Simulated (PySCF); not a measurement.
Static response to an electric field

Species: (LiH)2 ring, Li₂H₂.
Geometry (PBE0-D3(BJ)/def2-SVP, Å), atoms numbered from 1 in this order:
```xyz
4
Li2H2 angstrom
Li     0.774    0.481   -0.678
H     -0.740    1.100   -0.063
Li    -0.773   -0.481    0.678
H      0.740   -1.099    0.063
```

Level: CAM-B3LYP/def2-SVPD (PySCF), static field, nuclei fixed, core orbitals frozen in the response. The polarisability tensor in these axes (au):

```
x   34.98  2.89 -2.77
y    2.89 32.30 -1.60
z   -2.77 -1.60 34.91
```

Q: Diagonalise the tensor; give its mean and Δα, where Δα² is half the sum of the squared differences of the eigenvalues.

A: Principal values 30.45, 32.54 and 39.21 au; mean 34.06 au = 5.05 Å³ = 5.62 × 10⁻⁴⁰ C²·m²/J; Δα = 7.93 au (23 % of the mean).

Q: What is the dipole moment?

A: 0.00 D; point group D2h allows none.

Q: Give the eigenvalues of the traceless quadrupole moment Θ = ½Σq(3rr − r²1), origin at the centre of nuclear charge.

A: -16.91, -0.20, 17.11 D·Å. With no charge and no dipole, the values don't depend on the origin. The electronic extent ⟨r²⟩ about the same centre is 61 bohr², a root-mean-square distance of 1.46 Å for the 8 electrons.

Q: Form Σ f/ω² (atomic units) for the 10 lowest TDDFT singlets, given as eV and f, and set it beside the mean polarisability, which is this sum over all singlets: 4.38, 0.0000; 4.46, 0.0000; 4.72, 0.0296; 5.69, 0.2285; 6.04, 0.2942; 6.10, 0.0000; 6.24, 0.0000; 6.35, 0.1847; 6.59, 0.0938; 6.67, 0.0000.

A: They add up to 17.18 au, 50.4 % of the 34.06 au; the largest single term is 5.98 au, from the state at 6.04 eV. Terms in order: 0.00, 0.00, 0.98, 5.22, 5.98, 0.00, 0.00, 3.39, 1.60, 0.00 au. Higher excitations give the rest. The strengths listed sum to 0.831.

Q: Molar refractivity from α?

A: Lorentz–Lorenz: R = (4π/3)N_A α = 2.5225 cm³/(mol·Å³) × 5.05 Å³ = 12.7 cm³/mol, in the limit of long wavelengths.

Geometry: PBE0-D3(BJ)/def2-SVP; no solvent, vibrations or thermal averaging.

The run behind these numbers computed excited states as well. Time: 0.8 s of wall time. Hardware: one thread of an Arm Neoverse V1 (shared host).
